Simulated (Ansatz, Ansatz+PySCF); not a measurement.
```yaml
atoms:
  - { symbol: H, position_ang: [-0.0246, 0.0019, 1.5173] }
  - { symbol: C, position_ang: [0.0495, -0.0043, 0.3730] }
  - { symbol: C, position_ang: [1.4334, -0.0456, -0.0959] }
  - { symbol: C, position_ang: [-0.7329, 1.2981, -0.0639] }
  - { symbol: C, position_ang: [-0.7744, -1.2739, -0.0900] }
  - { symbol: H, position_ang: [1.4840, -0.0154, -1.1608] }
  - { symbol: H, position_ang: [1.9550, 0.8685, 0.2430] }
  - { symbol: H, position_ang: [1.9696, -0.9209, 0.2366] }
  - { symbol: H, position_ang: [-0.7231, 1.3141, -1.1602] }
  - { symbol: H, position_ang: [-1.7539, 1.3291, 0.2628] }
  - { symbol: H, position_ang: [-0.2500, 2.1781, 0.3112] }
  - { symbol: H, position_ang: [-0.7605, -1.3033, -1.1470] }
  - { symbol: H, position_ang: [-0.2630, -2.1643, 0.2348] }
  - { symbol: H, position_ang: [-1.7976, -1.3138, 0.2460] }
```

RHF-MP2 on singlet C4H10 was run in several spherical basis sets with Ansatz (development build ahead of 0.2.0). Frozen core: 4 orbitals.

Problem. Rank the basis sets by the total energy that they give, lowest first, with the distance from the lowest.
A. def2-SVP
B. 6-31G(d)
C. STO-3G
D. 6-31G
E. cc-pVDZ

Solution. E (0.00 eV), B (2.08 eV), A (3.29 eV), D (7.98 eV), C (60.63 eV).

Totals follow the description of the cores as much as that of the bonds, so this order isn't one of quality for chemistry.
